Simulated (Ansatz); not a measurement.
The cluster MgF2⁺ (the lowest doublet isomer of a short search). Total charge 1; doublet. Geometry PBE-D4/def2-TZVP, basis def2-TZVP, Ansatz.

```csv
atom,x (Å),y (Å),z (Å)
Mg1,0.627,-0.400,-0.636
F2,0.451,0.151,1.102
F3,-1.078,0.249,-0.466
```

```tsv
run	HOMO (eV)	LUMO (eV)
A	-15.51	-13.53
B	-16.62	-12.20
C	-16.18	-13.00
D	-16.70	-12.48
E	-15.71	-13.43
F	-15.11	-13.92
```

The structure comes from a short search, and lower isomers may exist.

HOMO and LUMO are taken over both spins.

Q: The runs used B97M-V, PBE, PBE0, r2SCAN, r2SCAN0, r2SCANh. Estimate which is which.

A: A r2SCAN (0 % exact exchange); B r2SCAN0 (25 % exact exchange); C r2SCANh (10 % exact exchange); D PBE0 (25 % exact exchange); E B97M-V (0 % exact exchange); F PBE (0 % exact exchange). Exact exchange lowers occupied and raises empty levels; among semilocal functionals meta-GGAs tend to open the gap a little, and such runs are hard to tell apart. The gap grows from 1.19 eV (PBE) to 4.43 eV (r2SCAN0).
